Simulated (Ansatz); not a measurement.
# FH3Si: molecular dynamics

Aim: let a guess near a reaction's saddle point go and see which way it falls. Runs: 150 steps of 0.5 fs at constant energy, with velocities drawn for 600 K; 150 steps of 0.5 fs at constant energy, with velocities drawn for 300 K. Reaction type: 1,1-elimination.

Program: Ansatz 0.2.0. Level of theory: UKS PBE-D4/6-31G*. These are calculated values, not measurements.

### 1 Starting point

Bond lengths: Si1–F2 2.005 Å, Si1–H4 1.459 Å, Si1–H5 1.459 Å. Angles: F2–Si1–H4 97.4°, F2–Si1–H5 98.7°, H4–Si1–H5 107.2°.

Structure file:

```xyz
5

Si   -0.5631   -0.1645    0.2292
F     1.2414    0.0117   -0.6265
H     0.6994   -1.0604   -0.8084
H    -0.1684    0.2173    1.5810
H    -1.2094    0.9958   -0.3754
```

### 2 Run 1

150 steps of 0.5 fs at constant energy, with velocities drawn for 600 K.

Input file input.yaml:

```yaml
crystal:
  periodic: [false, false, false]
  atoms:
    - { symbol: Si, position_ang: [-0.5631, -0.1645, 0.2292] }
    - { symbol: F, position_ang: [1.2414, 0.0117, -0.6265] }
    - { symbol: H, position_ang: [0.6994, -1.0604, -0.8084] }
    - { symbol: H, position_ang: [-0.1684, 0.2173, 1.581] }
    - { symbol: H, position_ang: [-1.2094, 0.9958, -0.3754] }
magnetization:
  spin_polarized: true
basis:
  gaussian: { orbitals: "6-31G*" }
hamiltonian:
  xc: pbe
  dispersion: d4
md:
  timestep: 0.5
  n_steps: 150
  ensemble: nve
  temperature: 600.0
  initial_velocities: maxwell_boltzmann
  seed: 978121
```

On the command line:

```console
ansatz run input.yaml --threads 1 --pin off --max-ram 2048MiB --backend cpu --events-out ev --progress --plain --runs-dir out
```

What it wrote (excerpt; [...] marks lines left out):

```text
Warning: RAYON_NUM_THREADS=1 ignored (pool sized by the plan → 1); use --threads N
[...]
Functional definition: PBE
[...]
470 factors; their error is unknown
[...]
mean field -10633.26248948 eV, -390.7651890043 hartree, gradient 1.5e-5 eV, S^2 0.000000; 1 other end points of the search recorded, 0 dependent functions left out
[...]
reference -10633.26251765 eV, -390.7651900396 hartree; 13, 13 occupied and 27, 27 virtual orbitals, 470 factors
md step     0: t =     0.00 fs  T =   600.0 K  F+E_penalty+E_count = -10633.31324752 eV  E_kin = 0.232668 eV  conserved = -10633.08057952 eV  (31 SCF iters)
[...]
md step    18: t =     9.00 fs  T =   320.9 K  F+E_penalty+E_count = -10633.20303099 eV  E_kin = 0.124422 eV  conserved = -10633.07860893 eV  (29 SCF iters, 3 dispersion substeps)
[...]
md step    36: t =    18.00 fs  T =   818.2 K  F+E_penalty+E_count = -10633.39982409 eV  E_kin = 0.317293 eV  conserved = -10633.08253144 eV  (28 SCF iters, 3 dispersion substeps)
[...]
md step    54: t =    27.00 fs  T =   416.3 K  F+E_penalty+E_count = -10633.24086880 eV  E_kin = 0.161422 eV  conserved = -10633.07944691 eV  (30 SCF iters, 3 dispersion substeps)
[...]
md step    72: t =    36.00 fs  T =   414.7 K  F+E_penalty+E_count = -10633.24050463 eV  E_kin = 0.160803 eV  conserved = -10633.07970158 eV  (31 SCF iters, 3 dispersion substeps)
md step    73: t =    36.50 fs  T =   315.0 K  F+E_penalty+E_count = -10633.20157114 eV  E_kin = 0.122138 eV  conserved = -10633.07943276 eV  (30 SCF iters, 3 dispersion substeps)
```

### 3 More of the same log: dynamics from the start

The log, continued (excerpt; [...] marks lines left out):

```text
md step    74: t =    37.00 fs  T =   270.8 K  F+E_penalty+E_count = -10633.18440651 eV  E_kin = 0.104997 eV  conserved = -10633.07940920 eV  (31 SCF iters, 3 dispersion substeps)
[...]
md step    93: t =    46.50 fs  T =   787.2 K  F+E_penalty+E_count = -10633.38562914 eV  E_kin = 0.305262 eV  conserved = -10633.08036746 eV  (28 SCF iters, 3 dispersion substeps)
[...]
md step   112: t =    56.00 fs  T =   756.8 K  F+E_penalty+E_count = -10633.37539767 eV  E_kin = 0.293484 eV  conserved = -10633.08191375 eV  (28 SCF iters, 3 dispersion substeps)
[...]
md step   131: t =    65.50 fs  T =  1069.1 K  F+E_penalty+E_count = -10633.49753718 eV  E_kin = 0.414590 eV  conserved = -10633.08294752 eV  (28 SCF iters, 3 dispersion substeps)
[...]
md step   149: t =    74.50 fs  T =   942.2 K  F+E_penalty+E_count = -10633.45053127 eV  E_kin = 0.365360 eV  conserved = -10633.08517131 eV  (29 SCF iters, 3 dispersion substeps)
[...]
md step   150: t =    75.00 fs  T =   863.3 K  F+E_penalty+E_count = -10633.41806288 eV  E_kin = 0.334774 eV  conserved = -10633.08328921 eV  (39 SCF iters, 3 dispersion substeps)
Total energy: -10633.41809060 eV, -390.7709072398 hartree
Atom 0 at    -0.684838    -0.178129     0.285927 Å, force     0.541911    -0.091010     0.302598 eV/Å
Atom 1 at     1.401177     0.011468    -0.704959 Å, force    -0.703297    -1.218448    -0.352663 eV/Å
Atom 2 at     1.110738    -0.885748    -1.033593 Å, force     0.353967     1.231774     0.529881 eV/Å
Atom 3 at    -0.150762     0.319580     1.733161 Å, force    -0.494100     0.118334    -1.069470 eV/Å
Atom 4 at    -1.257929     1.102964    -0.404126 Å, force     0.301520    -0.040651     0.589654 eV/Å
Dipole moment:     0.147153    -0.138504    -0.192234 e Å
```

Wall time 6.7 min (1 thread of Intel Xeon at 2.50GHz (Skylake/Cascade Lake), shared host); peak memory 0.1 GiB.

### 4 What the atoms did

The trajectory, every 6 steps (energies from step 0):

| time (fs) | T (K) | potential energy change (meV/atom) | total energy change (meV/atom) | H3–F2 (Å) | Si1–F2 (Å) | Si1–H3 (Å) |
| --- | --- | --- | --- | --- | --- | --- |
| 0.0 | 600 | 0.0 | 0.00 | 1.22 | 2.00 | 1.86 |
| 3.0 | 333 | 20.9 | 0.20 | 1.18 | 2.00 | 1.96 |
| 6.0 | 899 | -23.6 | -0.42 | 1.02 | 2.00 | 1.94 |
| 9.0 | 321 | 22.0 | 0.39 | 0.91 | 2.00 | 1.93 |
| 12.0 | 791 | -14.9 | -0.12 | 1.07 | 2.01 | 2.01 |
| 15.0 | 544 | 4.4 | 0.10 | 1.14 | 2.03 | 2.05 |
| 18.0 | 818 | -17.3 | -0.39 | 1.01 | 2.05 | 1.99 |
| 21.0 | 427 | 13.7 | 0.28 | 0.90 | 2.06 | 1.94 |
| 24.0 | 782 | -14.2 | -0.10 | 1.07 | 2.09 | 1.98 |
| 27.0 | 416 | 14.5 | 0.23 | 1.12 | 2.12 | 2.02 |
| 30.0 | 1094 | -39.0 | -0.68 | 0.97 | 2.14 | 2.01 |
| 33.0 | 781 | -14.4 | -0.36 | 0.91 | 2.16 | 2.04 |
| 36.0 | 415 | 14.5 | 0.18 | 1.09 | 2.19 | 2.12 |
| 39.0 | 598 | 0.2 | 0.03 | 1.08 | 2.21 | 2.15 |
| 42.0 | 556 | 3.3 | -0.13 | 0.89 | 2.22 | 2.13 |
| 45.0 | 1035 | -34.5 | -0.72 | 0.98 | 2.24 | 2.17 |
| 48.0 | 613 | -0.8 | 0.20 | 1.10 | 2.25 | 2.23 |
| 51.0 | 1010 | -32.6 | -0.86 | 0.96 | 2.26 | 2.22 |
| 54.0 | 577 | 1.3 | -0.48 | 0.90 | 2.27 | 2.23 |
| 57.0 | 407 | 15.1 | 0.20 | 1.08 | 2.28 | 2.30 |
| 60.0 | 775 | -13.9 | -0.32 | 1.02 | 2.29 | 2.31 |
| 63.0 | 438 | 13.4 | 0.80 | 0.87 | 2.30 | 2.31 |
| 66.0 | 871 | -21.2 | -0.16 | 1.05 | 2.31 | 2.38 |
| 69.0 | 429 | 13.4 | 0.17 | 1.06 | 2.31 | 2.40 |
| 72.0 | 377 | 17.6 | 0.34 | 0.87 | 2.31 | 2.33 |
| 75.0 | 863 | -21.0 | -0.54 | 1.00 | 2.32 | 2.34 |

time (fs), T (K) and a bar:
```
      0.0        600 ##########
      3.5        422 ####
      6.5        853 ###################
     10.0        646 ############
     13.0        643 ############
     16.5        700 ##############
     19.5        476 ######
     23.0        985 #######################
     26.0        359 ##
     29.5       1075 ##########################
     32.5        632 ###########
     36.0        415 ####
     39.0        598 ##########
     42.5        351 ##
     45.5       1006 ########################
     49.0        738 ###############
     52.0        581 ##########
     55.5        901 ####################
     58.5        298 
     62.0        580 #########
     65.0       1190 ##############################
     68.5        321 #
     71.5        601 ##########
     75.0        863 ###################
```

Bonds that form or break, judged by distance (formed within 1.15 times the sum of covalent radii and held on average over 12 fs, broken when stretched by half; pairs already stretched at the start don't count as bonds):

| time (fs) | bond | event |
| --- | --- | --- |
| 30.0 | F2–H3 | forms |

### 5 Frames from the trajectory

Extended XYZ, with forces in eV/Å:

```xyz
5
time_fs=9.5 T=469 dE=0.0509
Si   -0.566   -0.168    0.225   -1.186    0.227    1.536
F     1.237   -0.004   -0.633    1.676    3.292    0.321
H     0.936   -0.864   -0.790   -0.711   -3.187   -0.803
H    -0.178    0.304    1.760   -0.293   -0.086   -1.426
H    -1.283    1.115   -0.327    0.514   -0.246    0.372
5
time_fs=19.0 T=643 dE=-0.0189
Si   -0.584   -0.180    0.234   -1.371   -0.245   -1.101
F     1.260    0.003   -0.644    0.985    1.885    0.170
H     0.950   -0.881   -0.765   -0.285   -1.945   -0.536
H    -0.263    0.421    1.484    0.782    0.425    2.012
H    -1.133    1.204   -0.125   -0.111   -0.120   -0.545
5
time_fs=28.0 T=661 dE=-0.0233
Si   -0.616   -0.185    0.242    0.923    0.846    1.223
F     1.298    0.018   -0.659   -0.794   -2.179   -0.265
H     0.919   -0.997   -0.785    0.608    2.107    0.314
H    -0.099    0.440    1.691   -0.549   -0.690   -1.198
H    -1.076    1.181   -0.260   -0.188   -0.084   -0.074
5
time_fs=37.5 T=283 dE=0.1239
Si   -0.641   -0.177    0.267    0.263   -0.475   -2.091
F     1.335    0.022   -0.675   -1.069   -2.761   -0.385
H     0.979   -1.019   -0.868    0.501    2.774    0.701
H    -0.112    0.217    1.569    0.159    0.793    1.013
H    -1.131    1.127   -0.461    0.146   -0.330    0.761
5
time_fs=47.0 T=685 dE=-0.0323
Si   -0.660   -0.183    0.268    1.004   -0.239    0.759
F     1.366    0.018   -0.688   -1.191   -2.771   -0.630
H     1.020   -0.980   -0.948    0.742    2.814    0.875
H    -0.187    0.416    1.676   -0.299   -0.375   -0.768
H    -1.152    1.126   -0.247   -0.256    0.571   -0.236
5
time_fs=56.0 T=757 dE=-0.0621
Si   -0.667   -0.190    0.274   -0.204    1.288    0.076
F     1.385    0.011   -0.698   -0.902   -2.014   -0.572
H     1.073   -0.922   -1.006    0.652    2.083    0.730
H    -0.347    0.549    1.591    0.302   -0.535    0.174
H    -1.233    1.260   -0.093    0.153   -0.822   -0.408
5
time_fs=65.5 T=1069 dE=-0.1843
Si   -0.677   -0.177    0.284    0.376   -0.978   -0.041
F     1.398    0.009   -0.704   -0.698   -1.596   -0.587
H     1.133   -0.903   -1.063    0.365    1.745    0.818
H    -0.289    0.379    1.657    0.048    0.173   -0.066
H    -1.280    1.078   -0.263   -0.091    0.656   -0.125
5
time_fs=75.0 T=863 dE=-0.1048
Si   -0.685   -0.178    0.286    0.542   -0.091    0.303
F     1.401    0.011   -0.705   -0.703   -1.218   -0.353
H     1.111   -0.886   -1.034    0.354    1.232    0.530
H    -0.151    0.320    1.733   -0.494    0.118   -1.069
H    -1.258    1.103   -0.404    0.301   -0.041    0.590
```

On run 1: At the last frame the bonds meant to form are there and those meant to break are gone: it fell to the products. The temperature starts at 600 K and averages 667 K in the second half, where it ranges from 180 to 1190 K; the start was no minimum (force components up to 1.7 eV/Å), and the potential energy that it sheds (5 meV/atom) turns into motion, which in so few atoms is no thermal temperature. The total energy strays from its start by at most 1.10 meV/atom, 2.2 % of the mean kinetic energy, fair for a step of 0.5 fs. The bonding pattern changes, first at 30.0 fs: F2–H3 forms. By that distance rule the pieces at the end are H2Si + FH; a long dative bond can count as broken.

### 6 Run 2

150 steps of 0.5 fs at constant energy, with velocities drawn for 300 K.

Edit input.yaml of step 2 so:

```diff
@@ -19,4 +19,4 @@
   ensemble: nve
-  temperature: 600.0
+  temperature: 300.0
   initial_velocities: maxwell_boltzmann
-  seed: 978121
+  seed: 375097
```

On the command line:

```console
ansatz run input.yaml --threads 1 --pin off --max-ram 2048MiB --backend cpu --events-out ev --progress --plain --runs-dir out
```

What it wrote (excerpt; [...] marks lines left out):

```text
Warning: RAYON_NUM_THREADS=1 ignored (pool sized by the plan → 1); use --threads N
[...]
[... 1 set-up line as earlier in the session ...]
[...]
470 factors; their error is unknown
[...]
mean field -10633.26248948 eV, -390.7651890043 hartree, gradient 1.5e-5 eV, S^2 0.000000; 1 other end points of the search recorded, 0 dependent functions left out
[...]
reference -10633.26251765 eV, -390.7651900396 hartree; 13, 13 occupied and 27, 27 virtual orbitals, 470 factors
md step     0: t =     0.00 fs  T =   300.0 K  F+E_penalty+E_count = -10633.31324752 eV  E_kin = 0.116334 eV  conserved = -10633.19691352 eV  (31 SCF iters)
[...]
md step    19: t =     9.50 fs  T =   760.2 K  F+E_penalty+E_count = -10633.49137331 eV  E_kin = 0.294807 eV  conserved = -10633.19656588 eV  (27 SCF iters, 3 dispersion substeps)
[...]
md step    38: t =    19.00 fs  T =  6636.3 K  F+E_penalty+E_count = -10635.77360062 eV  E_kin = 2.573415 eV  conserved = -10633.20018513 eV  (25 SCF iters, 3 dispersion substeps)
[...]
md step    57: t =    28.50 fs  T =  4088.9 K  F+E_penalty+E_count = -10634.78398712 eV  E_kin = 1.585578 eV  conserved = -10633.19840868 eV  (27 SCF iters, 3 dispersion substeps)
[...]
md step    74: t =    37.00 fs  T =  3940.5 K  F+E_penalty+E_count = -10634.72656914 eV  E_kin = 1.528030 eV  conserved = -10633.19853953 eV  (26 SCF iters, 3 dispersion substeps)
md step    75: t =    37.50 fs  T =  3961.7 K  F+E_penalty+E_count = -10634.73491969 eV  E_kin = 1.536264 eV  conserved = -10633.19865619 eV  (27 SCF iters, 3 dispersion substeps)
```

[end of part 1 of 2]
